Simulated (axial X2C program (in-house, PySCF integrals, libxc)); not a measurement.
**Spectroscopic constants of AlC**

Computed with an in-house all-electron X2C program for linear molecules (integrals from PySCF). Spin-free means the one-electron spin-free X2C Hamiltonian; two-component (2c) means X2C with spin–orbit coupling and atomic mean-field two-electron Coulomb and Gaunt terms, so the difference of the two also holds small scalar two-electron terms. Basis: Al dyall-v3z [8s8p2d1f], C dyall-v3z [7s6p2d1f] (cores contracted in-house); Gaussian nuclei, density fitting, unrestricted open shells. Masses: Al 26.982 u, C 12.000 u.

Input:
```json
{"zs": [13, 6], "q": 0, "bas": ["dyall-v3z", "dyall-v3z"], "levels": ["PBE0", "HF", "PW91"], "cc": true, "r0": 1.8, "thr": -2.0, "nmax": 90, "npts": 10, "nst": 2, "ntry": 6}
```
```bash
python so2c.py task.json out
```

Keys: zs atomic numbers; q charge; bas basis sets; levels methods; cc coupled cluster on or off; r0 starting distance in Å; thr threshold in hartree for freezing inner shells (an s shell follows its p shell); nmax most natural virtual spinors; npts points on the curve; nst determinants followed; ntry starts of the search. HF also brings MP2.

State, spin-free: M_S = 3/2, Λ = 0 (beyond evenly filled blocks: σα, π+α, π-α); electrons by block: σα: 7, σβ: 6, π+α: 2, π+β: 1, π-α: 2, π-β: 1. Fragments: Al + C.

State, 2c: Ω = 3/2 (⟨Sz⟩ = 1.50, ⟨Lz⟩ = 0.00 at PBE0); electrons by block: 1/2: 8, -1/2: 8, 3/2: 2, -3/2: 1. Fragments: Al + C.

| Hamiltonian | level | Re (Å) | ωe (cm⁻¹) | Be (cm⁻¹) | αe (cm⁻¹) | De (eV) | D0 (eV) | μ (D) |
| --- | --- | --- | --- | --- | --- | --- | --- | --- |
| spin-free | MP2 | 1.982 | 641.2 | 0.5167 | 0.00476 | 3.33 | 3.29 | n/a |
| spin-free | CCSD | 1.977 | 645.2 | 0.5193 | 0.00488 | 3.18 | 3.14 | n/a |
| 2c | PBE0 | 1.972 | 638.5 | 0.5219 | 0.00519 | 3.51 | 3.47 | -1.80 |
| 2c | HF | 1.975 | 649.7 | 0.5204 | 0.00498 | 2.59 | 2.55 | -1.09 |
| 2c | CCSD(T) | 1.978 | 644.1 | 0.5185 | 0.00514 | 3.27 | 3.23 | n/a |
| 2c | PW91 | 1.980 | 621.4 | 0.5179 | 0.00547 | 3.73 | 3.69 | -1.96 |

Spin-free values that have a 2c row agree with it to the digits that matter (0.001 Å, 0.01 eV) and are not repeated.

Correlated methods: 7 electrons correlated (number of frozen shells: Al 2 s, 1 p; C 1 s), 145 virtual spin orbitals or spinors in MP2, 90 natural virtuals in coupled cluster.

Dipoles are positive if C is the positive end.

The state is a single determinant with fixed occupations, the lowest that a limited PBE0 search found. De is counted from the lowest determinant-based energies of the atoms at the same level, without counterpoise correction. Density functionals use the spin component along the axis (collinear). CCSD and (T) use frozen natural virtuals with an MP2 correction for the truncation; (T) itself is uncorrected, so its De runs slightly low. The 2c atoms are single determinants rather than J levels; their spin–orbit lowering is only partly caught, and De is too large by that part. This holds for PBE0, CCSD(T), PW91. Without a current term, density functionals place determinants with orbital angular momentum somewhat too high. With several unpaired electrons one determinant need not be a pure state. This is the top spin component of a Σ state; components of lower Ω are not single determinants and can lie lower.

No reliable constants came from CCSD (2c), MP2 (2c): no minimum in range, unconverged points, a curve that is not smooth, a change of character along it, or the two Hamiltonians disagreeing along it.

Rough cost a point (2c) on 1 thread(s) of a shared host, integrals apart: PBE0 0.22 s, HF 0.15 s, CCSD(T) 4 s, PW91 0.19 s.

The whole task took 89 s on 1 thread of Intel(R) Xeon(R) Processor @ 2.30GHz, with other jobs on the host.
